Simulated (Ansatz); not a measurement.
**Si2H5O radical: an energy map over two coordinates**

How does the energy of H₅OSi₂, SMILES O[SiH][SiH3], spin multiplicity 2 change over two coordinates at once? A grid of runs gives the map.

Method: UHF/def2-TZVP; program: Ansatz 0.2.0.

**1. Starting geometry**

SMILES `O[SiH][SiH3]`, 8 atoms, charge 0, spin multiplicity 2.

Atoms are counted from 1 here; the program's logs count them from 0.

Bond lengths: O1–Si2 1.696 Å, O1–H4 0.974 Å, Si2–Si3 2.363 Å, Si2–H5 1.509 Å, Si3–H6 1.506 Å, Si3–H7 1.510 Å, Si3–H8 1.507 Å. Angles: Si2–O1–H4 114.0°, O1–Si2–Si3 113.4°, O1–Si2–H5 104.3°, Si3–Si2–H5 111.7°, Si2–Si3–H6 108.3°, Si2–Si3–H7 114.3°, Si2–Si3–H8 109.1°, H6–Si3–H7 108.8°, H6–Si3–H8 108.4°, H7–Si3–H8 107.8°.

As a file:

```
O    -0.9352    0.9293   -1.7575
Si    0.0832    1.1580   -0.4209
Si    0.3140   -0.7712    0.9240
H    -1.8265    0.6105   -1.5273
H     1.4009    1.5786   -1.0247
H     1.2016   -0.4298    2.0924
H     0.8946   -1.9651    0.2042
H    -1.0405   -1.1672    1.4540
```

This geometry comes from a loose relaxation at PBE in a small basis, which is not shown.

**2. Relaxing the molecule**

input.yaml

```yaml
crystal:
  periodic: [false, false, false]
  atoms:
    - { symbol: O, position_ang: [-0.93524, 0.929324, -1.757526] }
    - { symbol: Si, position_ang: [0.083218, 1.15799, -0.420872] }
    - { symbol: Si, position_ang: [0.314033, -0.771245, 0.924028] }
    - { symbol: H, position_ang: [-1.826484, 0.610514, -1.527343] }
    - { symbol: H, position_ang: [1.400937, 1.578601, -1.024725] }
    - { symbol: H, position_ang: [1.201579, -0.429835, 2.09244] }
    - { symbol: H, position_ang: [0.894575, -1.965116, 0.204178] }
    - { symbol: H, position_ang: [-1.040518, -1.167233, 1.45402] }
magnetization:
  spin_polarized: true
  initial_magnetization: 1
basis:
  gaussian: { orbitals: def2-TZVP }
hamiltonian:
  xc: hf
output:
  forces: true
relax:
  f_tol: 0.003
  max_steps: 120
```

Command:

```
> ansatz run input.yaml --threads 1 --pin off --max-ram 2560MiB --backend cpu --events-out ev --progress --plain --runs-dir out
```

Log, shortened:

```text
Warning: RAYON_NUM_THREADS=1 ignored (pool sized by the plan → 1); use --threads N
[...]
Functional definition: HF
[...]
1018 factors; their error is unknown
[...]
mean field -17842.20248465 eV, -655.6888474315 hartree, gradient 1.6e-5 eV, S^2 0.760146; 0 other end points of the search recorded, 0 dependent functions left out
[...]
reference -17842.20248465 eV, -655.6888474315 hartree; 21, 20 occupied and 114, 115 virtual orbitals, 1018 factors
relax step   1: F+E_penalty+E_count = -17842.20248465 eV  Δ(F+E_penalty+E_count) = +0.000e0 eV  max|allowed force component| = 1.801e0 eV/Å  Δτ_max = 0.0000 Å  (43 SCF iters, accepted)
[...]
relax step   4: F+E_penalty+E_count = -17842.31393491 eV  Δ(F+E_penalty+E_count) = -8.018e-3 eV  max|allowed force component| = 3.691e-1 eV/Å  Δτ_max = 0.0403 Å  (36 SCF iters, accepted)
[...]
relax step   7: F+E_penalty+E_count = -17842.32005649 eV  Δ(F+E_penalty+E_count) = +3.924e-4 eV  max|allowed force component| = 8.550e-2 eV/Å  Δτ_max = 0.0308 Å  (36 SCF iters, rejected (line search))
[...]
relax step  10: F+E_penalty+E_count = -17842.32167130 eV  Δ(F+E_penalty+E_count) = -1.922e-4 eV  max|allowed force component| = 2.155e-2 eV/Å  Δτ_max = 0.0064 Å  (36 SCF iters, accepted)
[...]
relax step  11: F+E_penalty+E_count = -17842.32151929 eV  Δ(F+E_penalty+E_count) = +1.520e-4 eV  max|allowed force component| = 4.369e-2 eV/Å  Δτ_max = 0.0066 Å  (36 SCF iters, rejected (line search))
[...]
relax step  12: F+E_penalty+E_count = -17842.32169919 eV  Δ(F+E_penalty+E_count) = -2.789e-5 eV  max|allowed force component| = 1.874e-3 eV/Å  Δτ_max = 0.0021 Å  (37 SCF iters, accepted)
1018 factors; their error is unknown
[...]
mean field -17842.32169919 eV, -655.6932284852 hartree, gradient 1.8e-5 eV, S^2 0.759935; 1 other end points of the search recorded, 0 dependent functions left out
[...]
reference -17842.32169919 eV, -655.6932284852 hartree; 21, 20 occupied and 114, 115 virtual orbitals, 1018 factors
Total energy: -17842.32169919 eV, -655.6932284852 hartree
Atom 0 at    -0.930291     0.914877    -1.712038 Å, force    -0.001548    -0.000089     0.000181 eV/Å
Atom 1 at     0.083219     1.130819    -0.443650 Å, force    -0.000826    -0.000996    -0.001252 eV/Å
Atom 2 at     0.319362    -0.781487     0.935812 Å, force     0.000405     0.000331    -0.000400 eV/Å
Atom 3 at    -1.826524     0.670578    -1.566822 Å, force     0.000175    -0.000025    -0.000138 eV/Å
Atom 4 at     1.368508     1.563204    -1.029810 Å, force     0.001874     0.000457     0.001760 eV/Å
Atom 5 at     1.185486    -0.435498     2.082382 Å, force     0.000914     0.000899     0.000071 eV/Å
Atom 6 at     0.903840    -1.943198     0.229912 Å, force    -0.000460    -0.000482    -0.000186 eV/Å
Atom 7 at    -1.011499    -1.176294     1.448412 Å, force    -0.000534    -0.000096    -0.000036 eV/Å
Dipole moment:    -0.229905    -0.057446     0.124605 e Å
```

Run time: 42 s. Hardware: 1 thread of Arm Neoverse V1, shared host; peak memory 0.28 GiB.

Step by step:

```tsv
step	energy from step 1 (eV)	largest force component (eV/Å)
1	0.0000	1.8013
2	-0.0891	0.9849
3	-0.1034	0.3435
4	-0.1114	0.3691
5	-0.1155	0.1114
6	-0.1180	0.0630
7	-0.1176	0.0855
8	-0.1188	0.0157
9	-0.1190	0.0431
10	-0.1192	0.0215
11	-0.1190	0.0437
12	-0.1192	0.0019
```

Distances of close pairs at the start and the end, largest changes first:

```tsv
bond	before (Å)	after (Å)	change (Å)
O1–Si2	1.696	1.638	-0.058
O1–H4	0.974	0.940	-0.034
Si2–H5	1.509	1.477	-0.032
Si3–H7	1.510	1.480	-0.030
Si3–H6	1.506	1.478	-0.028
Si3–H8	1.507	1.480	-0.028
Si2–Si3	2.363	2.370	+0.007
```

**3. Setting up the map**

The axes are (1) umbrella angle at Si2 (between each of its bonds and their common axis; 90 is planar): 15 values from 59.8 to 120.2 °; (2) change of the bonds Si2–O1, Si2–Si3, Si2–H5, all alike: 15 values from −0.201 to 0.311 Å.

Nothing else is relaxed (all other coordinates rigid). Energies count from the relaxed molecule at the same level. Points are written as (first, second).

Below, 3 of the grid's runs; all are launched alike.

**4. Point (81.4°, 0.311 Å)**

input.yaml

```yaml
crystal:
  periodic: [false, false, false]
  atoms:
    - { symbol: O, position_ang: [-1.501251, 1.555874, -1.495745] }
    - { symbol: Si, position_ang: [0.083219, 1.130819, -0.44365] }
    - { symbol: Si, position_ang: [-0.091397, -0.168496, 1.894634] }
    - { symbol: H, position_ang: [-2.358203, 1.469651, -1.118649] }
    - { symbol: H, position_ang: [1.400827, 2.311149, -0.70606] }
    - { symbol: H, position_ang: [0.690098, 0.571037, 2.907973] }
    - { symbol: H, position_ang: [0.407885, -1.55987, 1.829213] }
    - { symbol: H, position_ang: [-1.507419, -0.207268, 2.322654] }
magnetization:
  spin_polarized: true
  initial_magnetization: 1
basis:
  gaussian: { orbitals: def2-TZVP }
hamiltonian:
  xc: hf
output:
  forces: true
```

Command:

```
> ansatz run input.yaml --threads 1 --pin off --max-ram 2560MiB --backend cpu --events-out ev --progress --plain --runs-dir out
```

Log, shortened:

```text
Warning: RAYON_NUM_THREADS=1 ignored (pool sized by the plan → 1); use --threads N
[...]
[... 1 set-up line as earlier in the session ...]
[...]
1018 factors; their error is unknown
[...]
mean field -17839.93972639 eV, -655.6056925995 hartree, gradient 1.7e-5 eV, S^2 0.760844; 0 other end points of the search recorded, 0 dependent functions left out
[...]
reference -17839.93972639 eV, -655.6056925995 hartree; 21, 20 occupied and 114, 115 virtual orbitals, 1018 factors
Total energy: -17839.93972639 eV, -655.6056925995 hartree
Atom 0 at    -1.501251     1.555874    -1.495745 Å, force     3.889513    -0.540883     2.407001 eV/Å
Atom 1 at     0.083219     1.130819    -0.443650 Å, force    -1.152374     0.838564    -2.026394 eV/Å
Atom 2 at    -0.091397    -0.168496     1.894634 Å, force    -0.286248     1.245373    -0.882930 eV/Å
Atom 3 at    -2.358203     1.469651    -1.118649 Å, force     0.090326    -0.080246     0.418155 eV/Å
Atom 4 at     1.400827     2.311149    -0.706060 Å, force    -2.683295    -1.680409     0.719131 eV/Å
Atom 5 at     0.690098     0.571037     2.907973 Å, force     0.017164    -0.034793    -0.122542 eV/Å
Atom 6 at     0.407885    -1.559870     1.829213 Å, force     0.045400     0.235832    -0.389150 eV/Å
Atom 7 at    -1.507419    -0.207268     2.322654 Å, force     0.079514     0.016561    -0.123270 eV/Å
Dipole moment:    -0.017612    -0.224658     0.573146 e Å
```

It took 5.4 s on 1 thread of Arm Neoverse V1, shared host; peak memory 0.26 GiB.

On the map this point reads 2.38 eV.

**5. Point (103.0°, −0.091 Å)**

input.yaml

```yaml
crystal:
  periodic: [false, false, false]
  atoms:
    - { symbol: O, position_ang: [-0.951405, 1.032514, -1.589389] }
    - { symbol: Si, position_ang: [0.083219, 1.130819, -0.44365] }
    - { symbol: Si, position_ang: [0.238516, -0.59216, 1.039526] }
    - { symbol: H, position_ang: [-1.848771, 0.82404, -1.401572] }
    - { symbol: H, position_ang: [1.273248, 1.646444, -0.933422] }
    - { symbol: H, position_ang: [1.083712, -0.166334, 2.174787] }
    - { symbol: H, position_ang: [0.814965, -1.820932, 0.450197] }
    - { symbol: H, position_ang: [-1.112571, -0.916047, 1.54892] }
magnetization:
  spin_polarized: true
  initial_magnetization: 1
basis:
  gaussian: { orbitals: def2-TZVP }
hamiltonian:
  xc: hf
output:
  forces: true
```

Command:

```
> ansatz run input.yaml --threads 1 --pin off --max-ram 2560MiB --backend cpu --events-out ev --progress --plain --runs-dir out
```

Log, shortened:

```text
Warning: RAYON_NUM_THREADS=1 ignored (pool sized by the plan → 1); use --threads N
[...]
[... 1 set-up line as earlier in the session ...]
[...]
1018 factors; their error is unknown
[...]
mean field -17841.97360288 eV, -655.6804361819 hartree, gradient 1.5e-5 eV, S^2 0.761185; 0 other end points of the search recorded, 0 dependent functions left out
[...]
reference -17841.97360288 eV, -655.6804361819 hartree; 21, 20 occupied and 114, 115 virtual orbitals, 1018 factors
Total energy: -17841.97360288 eV, -655.6804361819 hartree
Atom 0 at    -0.951405     1.032514    -1.589389 Å, force    -2.534687    -0.448404    -2.724631 eV/Å
Atom 1 at     0.083219     1.130819    -0.443650 Å, force     0.570436     0.790645     3.326761 eV/Å
Atom 2 at     0.238516    -0.592160     1.039526 Å, force     0.180443    -0.780200     0.373223 eV/Å
Atom 3 at    -1.848771     0.824040    -1.401572 Å, force    -0.027287     0.012784    -0.194658 eV/Å
Atom 4 at     1.273248     1.646444    -0.933422 Å, force     1.818635     0.561454    -0.863121 eV/Å
Atom 5 at     1.083712    -0.166334     2.174787 Å, force     0.007721     0.013233    -0.016625 eV/Å
Atom 6 at     0.814965    -1.820932     0.450197 Å, force     0.002657    -0.142694     0.105440 eV/Å
Atom 7 at    -1.112571    -0.916047     1.548920 Å, force    -0.017918    -0.006819    -0.006389 eV/Å
Dipole moment:    -0.255286    -0.066173     0.002641 e Å
```

It took 3.5 s on 1 thread of Arm Neoverse V1, shared host; peak memory 0.27 GiB.

On the map this point reads 0.35 eV.

**6. Point (107.3°, −0.018 Å)**

input.yaml

```yaml
crystal:
  periodic: [false, false, false]
  atoms:
    - { symbol: O, position_ang: [-0.934118, 0.936711, -1.689182] }
    - { symbol: Si, position_ang: [0.083219, 1.130819, -0.44365] }
    - { symbol: Si, position_ang: [0.304592, -0.74693, 0.954799] }
    - { symbol: H, position_ang: [-1.830864, 0.698892, -1.536566] }
    - { symbol: H, position_ang: [1.350617, 1.578676, -1.011781] }
    - { symbol: H, position_ang: [1.166877, -0.386788, 2.099904] }
    - { symbol: H, position_ang: [0.887964, -1.921232, 0.269106] }
    - { symbol: H, position_ang: [-1.029956, -1.12921, 1.467309] }
magnetization:
  spin_polarized: true
  initial_magnetization: 1
basis:
  gaussian: { orbitals: def2-TZVP }
hamiltonian:
  xc: hf
output:
  forces: true
```

Command:

```
> ansatz run input.yaml --threads 1 --pin off --max-ram 2560MiB --backend cpu --events-out ev --progress --plain --runs-dir out
```

Log, shortened:

```text
Warning: RAYON_NUM_THREADS=1 ignored (pool sized by the plan → 1); use --threads N
[...]
[... 1 set-up line as earlier in the session ...]
[...]
1018 factors; their error is unknown
[...]
mean field -17842.30967350 eV, -655.6927865493 hartree, gradient 1.4e-5 eV, S^2 0.760015; 0 other end points of the search recorded, 0 dependent functions left out
[...]
reference -17842.30967350 eV, -655.6927865493 hartree; 21, 20 occupied and 114, 115 virtual orbitals, 1018 factors
Total energy: -17842.30967350 eV, -655.6927865493 hartree
Atom 0 at    -0.934118     0.936711    -1.689182 Å, force    -0.381348    -0.111228    -0.451708 eV/Å
Atom 1 at     0.083219     1.130819    -0.443650 Å, force     0.035861     0.216174     0.576475 eV/Å
Atom 2 at     0.304592    -0.746930     0.954799 Å, force     0.038947    -0.145490     0.051785 eV/Å
Atom 3 at    -1.830864     0.698892    -1.536566 Å, force    -0.002135     0.000676    -0.035382 eV/Å
Atom 4 at     1.350617     1.578676    -1.011781 Å, force     0.310143     0.064413    -0.156937 eV/Å
Atom 5 at     1.166877    -0.386788     2.099904 Å, force     0.001503     0.003489    -0.001106 eV/Å
Atom 6 at     0.887964    -1.921232     0.269106 Å, force     0.000998    -0.027073     0.017041 eV/Å
Atom 7 at    -1.029956    -1.129210     1.467309 Å, force    -0.003969    -0.000961    -0.000168 eV/Å
Dipole moment:    -0.234143    -0.060635     0.100949 e Å
```

Wall time 3.4 s (1 thread of Arm Neoverse V1, shared host); peak memory 0.27 GiB.

On the map this point reads 0.012 eV.

**7. Energy over the grid**

225 points were computed. Energies in eV, from the relaxed molecule at the same level:

```tsv
change of the bonds Si2–O1, Si2–Si3, Si2–H5, all alike (Å) ↓, umbrella angle at Si2 (between each of its bonds and their common axis; 90 is planar) (°) →	59.8	64.1	68.4	72.7	77.0	81.4	85.7	90.0	94.3	98.6	103.0	107.3	111.6	115.9	120.2
0.311	2.25	2.07	2.00	2.04	2.17	2.38	2.62	2.75	2.61	2.36	2.14	2.00	1.96	2.01	2.16
0.274	1.92	1.73	1.65	1.68	1.81	2.01	2.25	2.36	2.23	1.99	1.77	1.64	1.60	1.66	1.82
0.238	1.62	1.42	1.33	1.35	1.47	1.67	1.90	2.00	1.87	1.64	1.43	1.31	1.27	1.34	1.52
0.201	1.34	1.12	1.02	1.04	1.15	1.35	1.56	1.65	1.53	1.31	1.11	0.99	0.96	1.04	1.23
0.165	1.09	0.86	0.75	0.76	0.87	1.06	1.25	1.34	1.22	1.01	0.82	0.70	0.69	0.78	0.99
0.128	0.88	0.63	0.51	0.51	0.61	0.79	0.98	1.05	0.94	0.74	0.55	0.45	0.44	0.55	0.77
0.091	0.72	0.45	0.32	0.31	0.41	0.57	0.75	0.82	0.71	0.51	0.34	0.24	0.25	0.36	0.60
0.055	0.62	0.34	0.19	0.17	0.26	0.42	0.58	0.64	0.53	0.35	0.18	0.10	0.11	0.24	0.50
0.018	0.59	0.29	0.13	0.10	0.17	0.32	0.47	0.52	0.41	0.24	0.09	0.01	0.04	0.18	0.46
−0.018	0.65	0.32	0.15	0.11	0.17	0.30	0.44	0.48	0.38	0.22	0.08	0.01	0.05	0.21	0.51
−0.055	0.80	0.46	0.27	0.21	0.26	0.38	0.50	0.53	0.44	0.29	0.16	0.11	0.16	0.34	0.65
−0.091	1.07	0.70	0.49	0.42	0.46	0.56	0.67	0.69	0.60	0.46	0.35	0.31	0.38	0.57	0.91
−0.128	1.49	1.09	0.87	0.78	0.80	0.89	0.98	0.99	0.91	0.78	0.68	0.66	0.74	0.95	1.32
−0.165	2.07	1.65	1.40	1.30	1.30	1.38	1.45	1.45	1.37	1.26	1.17	1.16	1.27	1.50	1.89
−0.201	2.83	2.38	2.11	1.99	1.98	2.03	2.09	2.09	2.01	1.91	1.83	1.84	1.96	2.22	2.63
```

On the same grid, ⟨S²⟩ (ħ²):

```
change of the bonds Si2–O1, Si2–Si3, Si2–H5, all alike (Å) ↓, umbrella angle at Si2 (between each of its bonds and their common axis; 90 is planar) (°) →   59.8   64.1   68.4   72.7   77.0   81.4   85.7   90.0   94.3   98.6  103.0  107.3  111.6  115.9  120.2
                                                                                                                                                    0.311  0.781  0.772  0.767  0.763  0.761  0.761  0.777  0.808  0.773  0.761  0.762  0.765  0.770  0.777  0.788
                                                                                                                                                    0.274  0.775  0.768  0.764  0.761  0.760  0.762  0.778  0.801  0.774  0.761  0.761  0.763  0.767  0.772  0.782
                                                                                                                                                    0.238  0.771  0.765  0.762  0.760  0.759  0.762  0.777  0.796  0.773  0.761  0.760  0.762  0.765  0.769  0.777
                                                                                                                                                    0.201  0.768  0.763  0.761  0.759  0.760  0.763  0.777  0.791  0.773  0.762  0.760  0.761  0.763  0.767  0.773
                                                                                                                                                    0.165  0.765  0.762  0.760  0.759  0.760  0.764  0.776  0.787  0.772  0.762  0.760  0.760  0.762  0.765  0.770
                                                                                                                                                    0.128  0.763  0.761  0.759  0.759  0.760  0.764  0.775  0.783  0.772  0.763  0.760  0.760  0.761  0.764  0.768
                                                                                                                                                    0.091  0.762  0.760  0.759  0.759  0.760  0.765  0.774  0.780  0.771  0.763  0.760  0.760  0.761  0.763  0.766
                                                                                                                                                    0.055  0.761  0.759  0.759  0.759  0.761  0.765  0.773  0.778  0.770  0.763  0.760  0.760  0.760  0.762  0.765
                                                                                                                                                    0.018  0.760  0.759  0.759  0.759  0.761  0.765  0.772  0.776  0.769  0.763  0.761  0.760  0.760  0.761  0.764
                                                                                                                                                   −0.018  0.759  0.759  0.759  0.759  0.761  0.765  0.771  0.774  0.768  0.763  0.761  0.760  0.760  0.761  0.763
                                                                                                                                                   −0.055  0.759  0.759  0.759  0.760  0.762  0.765  0.770  0.772  0.768  0.763  0.761  0.760  0.760  0.761  0.762
                                                                                                                                                   −0.091  0.759  0.758  0.759  0.760  0.762  0.765  0.770  0.771  0.767  0.763  0.761  0.760  0.760  0.761  0.762
                                                                                                                                                   −0.128  0.759  0.758  0.759  0.760  0.762  0.765  0.769  0.769  0.766  0.763  0.761  0.760  0.760  0.760  0.762
                                                                                                                                                   −0.165  0.758  0.758  0.759  0.760  0.762  0.765  0.768  0.768  0.766  0.763  0.761  0.760  0.760  0.760  0.761
                                                                                                                                                   −0.201  0.758  0.758  0.759  0.760  0.762  0.765  0.767  0.767  0.765  0.763  0.762  0.761  0.760  0.760  0.761
```

Energy (eV) at eleven even steps along the easiest path on the interpolated surface, from (107.3°, −0.018 Å): 0.00, 0.03, 0.12, 0.24, 0.39, 0.47, 0.46, 0.35, 0.23, 0.14, 0.09.

**8. Summary of results**

| quantity | value |
| --- | --- |
| lowest point | (107.3°, −0.018 Å), 0.012 eV |
| highest computed point | (59.8°, −0.201 Å), 2.82 eV above the lowest |
| ⟨S²⟩ (ħ²) | 0.758 at (59.8°, −0.201 Å) to 0.808 at (90.0°, 0.311 Å); 0.760 at the lowest point |
| time for the whole task | 16 min on 1 thread, shared host |

The lowest computed point is at (107.3°, −0.018 Å), 0.012 eV from the relaxed molecule at the same level. The grid is coarse, so the lowest point of the scanned range may lie between grid points; coordinates that were held can hide deeper minima. There is a further well near (72.7°, 0.018 Å) (0.09 eV above the lowest at that grid point). The highest computed point, (59.8°, −0.201 Å), lies 2.82 eV above the lowest. On the interpolated surface the easiest way out of the lowest well to the well at (72.7°, 0.018 Å) passes a barrier of about 0.48 eV. Round the minimum the valley is somewhat tilted: raising the first coordinate shifts the best value of the second coordinate upwards (coupling k₁₂/√(k₁₁k₂₂) about −0.1).
